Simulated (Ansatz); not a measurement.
Compare A (`N=C=CN`) with its isomer B (`NC#CN`).

Gas-phase electronic energies from Ansatz, PBE0-D4/def2-TZVP geometries. CCSD(T)/CBS is the MP2 limit (def2-TZVPP, def2-QZVPP) plus CCSD(T) − MP2 in def2-TZVPP, frozen cores. Functionals use def2-TZVPP. Each species was taken in one conformer, which may not be the lowest.

(1) Which isomer does CCSD(T)/CBS put lower? Give the gap. (An estimate is asked.)

(2) Give E(B) − E(A) in kJ/mol with r2SCAN-D4, B2PLYP, ωB97M-V, CCSD(T)/def2-SVP, HF/def2-TZVPP, BLYP-D4, LDA (SPW92). (Estimate.)

(3) Does the order hold for the free energy at 298.15 K (harmonic terms from PBE0-D4)? (Best estimate.)

Largest T1 diagnostic: 0.014.

Results:

(1) Ansatz gave: A, by 38.7 kJ/mol.

(2) Computed: r2SCAN-D4 47.1, B2PLYP 38.3, ωB97M-V 38.0, CCSD(T)/def2-SVP 44.9, HF/def2-TZVPP 30.6, BLYP-D4 50.6, LDA (SPW92) 30.3. None reverses the order clearly.

(3) Computed: Yes: G(B) − G(A) = +41.4 kJ/mol, for one conformer each.

From r2SCAN to r2SCAN0 (25 % exact exchange), in def2-TZVPP and without D4, E(B) − E(A) moves by −9.6 kJ/mol. At CCSD(T), def2-SVP lies +6.3 kJ/mol from the extrapolated value and def2-TZVPP +5.5 kJ/mol.
